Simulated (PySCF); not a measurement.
OSi, SMILES O=[Si] (connectivity only; charge and spin as stated), charge +1, multiplicity 2.

Geometry optimised at B3LYP-D3(BJ)/def2-TZVPD. The multiplicity is an assumed one; other spin states were not compared.

Two levels are set side by side: PBE/def2-TZVPD (PySCF) and M06-2X/def2-TZVPD (PySCF). Same geometry, gas phase. Differences are taken from unrounded values.

```
quantity                     M06-2X
---------------------------  ------
α-spin orbital gap (eV)       10.60
β-spin orbital gap (eV)        6.18
mean polarisability (bohr³)    36.2
```

Task: What does PBE give, and how far is it from M06-2X? (Estimate from the structure and the level; the computed values follow.)

Result: 
```tsv
quantity	PBE	PBE minus M06-2X
α-spin orbital gap (eV)	5.59	-5.01
β-spin orbital gap (eV)	1.05	-5.13
mean polarisability (bohr³)	24.6	-11.5
```

Rough cost on one machine, each run with all the roots and properties that it gave: M06-2X against PBE about 3 times.
